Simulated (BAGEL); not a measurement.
# HF/aug-cc-pVDZ (density fitting with cc-pvqz-jkfit) run of C4H2 (1,3-butadiyne)

Aim: the energy change on altering one bond length of C4H2 (1,3-butadiyne) at HF/aug-cc-pVDZ (density fitting with cc-pvqz-jkfit), from 2 runs. 

Program for the calculation: BAGEL 1.2.2.

### Step 1. The structure to begin with

The species is C4H2 (6 atoms), meant as a singlet with charge 0. SMILES: `C#CC#C`. The shape is that of a PBE0-D4/def2-TZVP optimisation.

Bond lengths: C1–C2 1.205 Å, C2–C3 1.364 Å, C3–C4 1.205 Å, C1–H5 1.064 Å, C4–H6 1.064 Å. Angles: C1–C2–C3 180.0°, C2–C3–C4 180.0°, C2–C1–H5 180.0°, C3–C4–H6 180.0°.

### Step 2. A single-point energy at HF/aug-cc-pVDZ (density fitting with cc-pvqz-jkfit)

job.json reads:

```json
{ "bagel" : [

{
  "title" : "molecule",
  "basis" : "aug-cc-pvdz.json",
  "df_basis" : "cc-pvqz-jkfit",
  "angstrom" : true,
  "geometry" : [
    { "atom" : "C", "xyz" : [       1.419140,      -1.102190,       0.574700 ] },
    { "atom" : "C", "xyz" : [       0.512970,      -0.398530,       0.207720 ] },
    { "atom" : "C", "xyz" : [      -0.513080,       0.398350,      -0.207780 ] },
    { "atom" : "C", "xyz" : [      -1.419150,       1.102170,      -0.574710 ] },
    { "atom" : "H", "xyz" : [       2.219890,      -1.723930,       0.898960 ] },
    { "atom" : "H", "xyz" : [      -2.219770,       1.724120,      -0.898890 ] }
  ]
},

{
  "title" : "hf"
},

{
  "title" : "print",
  "file" : "orbitals.molden",
  "orbitals" : true
}

]}
```

The basis set aug-cc-pVDZ is read from a file made from the Basis Set Exchange's data (not shown).

Started as:

```
$ BAGEL_NUM_THREADS=1 BAGEL job.json > job.out
```

Output:

```text
* using 1 threads per process

  ===============================================================
  ===============================================================

  *** Geometry ***

  { "atom" : "C", "xyz" : [      2.681786,     -2.082837,      1.086026 ] },
  { "atom" : "C", "xyz" : [      0.969373,     -0.753113,      0.392534 ] },
  { "atom" : "C", "xyz" : [     -0.969581,      0.752772,     -0.392647 ] },
  { "atom" : "C", "xyz" : [     -2.681805,      2.082799,     -1.086045 ] },
  { "atom" : "H", "xyz" : [      4.194984,     -3.257756,      1.698788 ] },
  { "atom" : "H", "xyz" : [     -4.194757,      3.258115,     -1.698656 ] },

  Number of auxiliary basis functions:      526

  Since a DF basis is specified, we compute 2- and 3-index integrals:
    o Being stored without compression. Storage requirement is 0.051 GB

  Number of basis functions:      110
  Number of electrons      :       26

    * METHOD: MOLECULE                             0.29

  *** RHF ***

  === Nuclear Repulsion ===
    77.3949781538

      * DIIS with orbital gradients will be used.

  === RHF iteration (aug-cc-pvdz.json) ===
      0       -152.38277530          0.01294235           0.07
      1       -152.50120784          0.00501384           0.07
      2       -152.51134962          0.00153570           0.07
      3       -152.51232365          0.00097036           0.07
      4       -152.51270736          0.00007261           0.07
      5       -152.51271089          0.00000966           0.07
      6       -152.51271097          0.00000164           0.07
      7       -152.51271097          0.00000018           0.07
      8       -152.51271097          0.00000005           0.07
      9       -152.51271098          0.00000001           0.07
     10       -152.51271098          0.00000001           0.07
    * SCF iteration converged.

    * Permanent dipole moment:
           (   -0.000064,    -0.000101,    -0.000039) a.u.

    * METHOD: HF                                   0.90

    * METHOD: PRINT                                0.03

  ===============================================================
```

Run time: 1.4 s. Hardware: 1 thread of Arm Neoverse V1, shared host; peak memory 0.14 GiB.

### Step 3. The distorted shape, same level

calc.json reads:

```json
{ "bagel": [

{
  "title": "molecule",
  "basis": "aug-cc-pvdz.json",
  "df_basis": "cc-pvqz-jkfit",
  "angstrom": true,
  "geometry": [
    { "atom": "C", "xyz": [       1.726976,      -1.341271,       0.699359 ] },
    { "atom": "C", "xyz": [       0.820806,      -0.637611,       0.332379 ] },
    { "atom": "C", "xyz": [      -0.513080,       0.398350,      -0.207780 ] },
    { "atom": "C", "xyz": [      -1.419150,       1.102170,      -0.574710 ] },
    { "atom": "H", "xyz": [       2.527726,      -1.963011,       1.023619 ] },
    { "atom": "H", "xyz": [      -2.219770,       1.724120,      -0.898890 ] }
  ]
},

{
  "title": "hf"
},

{
  "title": "print",
  "file": "orbitals.molden",
  "orbitals": true
}

]}
```

The basis set aug-cc-pVDZ is read from a file made from the Basis Set Exchange's data (not shown).

Started as:

```
$ BAGEL_NUM_THREADS=1 BAGEL calc.json > calc.out
```

Output:

```text
* using 1 threads per process

  ===============================================================
  ===============================================================

  *** Geometry ***

  { "atom" : "C", "xyz" : [      3.263512,     -2.534635,      1.321597 ] },
  { "atom" : "C", "xyz" : [      1.551099,     -1.204910,      0.628105 ] },
  { "atom" : "C", "xyz" : [     -0.969581,      0.752772,     -0.392647 ] },
  { "atom" : "C", "xyz" : [     -2.681805,      2.082799,     -1.086045 ] },
  { "atom" : "H", "xyz" : [      4.776710,     -3.709553,      1.934360 ] },
  { "atom" : "H", "xyz" : [     -4.194757,      3.258115,     -1.698656 ] },

  Number of auxiliary basis functions:      526

  Since a DF basis is specified, we compute 2- and 3-index integrals:
    o Being stored without compression. Storage requirement is 0.051 GB

  Number of basis functions:      110
  Number of electrons      :       26

    * METHOD: MOLECULE                             0.30

  *** RHF ***

  === Nuclear Repulsion ===
    71.3539885862

      * DIIS with orbital gradients will be used.

  === RHF iteration (aug-cc-pvdz.json) ===
      0       -152.29315995          0.01431808           0.07
      1       -152.41397090          0.00707013           0.07
      2       -152.43560397          0.00302521           0.07
      3       -152.43980451          0.00077246           0.07
      4       -152.44018999          0.00007982           0.07
      5       -152.44019526          0.00001666           0.07
      6       -152.44019544          0.00000218           0.07
      7       -152.44019545          0.00000053           0.07
      8       -152.44019545          0.00000006           0.07
      9       -152.44019545          0.00000002           0.07
     10       -152.44019545          0.00000000           0.07
    * SCF iteration converged.

    * Permanent dipole moment:
           (   -0.000066,    -0.000103,    -0.000039) a.u.

    * METHOD: HF                                   0.95

    * METHOD: PRINT                                0.03

  ===============================================================
```

Wall time 1.4 s (1 thread of Arm Neoverse V1, shared host); peak memory 0.14 GiB.

### Step 4. Results

Level: HF/aug-cc-pVDZ (density fitting with cc-pvqz-jkfit).

```
                                                         quantity          value
                                        first shape: total energy  -152.51271 Eh
                                       first shape: dipole moment         0.00 D
                                         first shape: HOMO energy      -10.10 eV
                                         first shape: LUMO energy        0.95 eV
                                       first shape: HOMO–LUMO gap       11.05 eV
                                    distorted shape: total energy  -152.44020 Eh
                                   distorted shape: dipole moment         0.00 D
                                     distorted shape: HOMO energy      -10.98 eV
                                     distorted shape: LUMO energy        0.93 eV
                                   distorted shape: HOMO–LUMO gap       11.90 eV
energy change with the C2–C3 bond stretched from 1.364 to 1.773 Å       1.973 eV
```

With the C2–C3 bond stretched from 1.364 to 1.773 Å the energy rises by 1.97 eV (190 kJ/mol). The first shape isn't relaxed at this level, so the change isn't measured from a minimum.
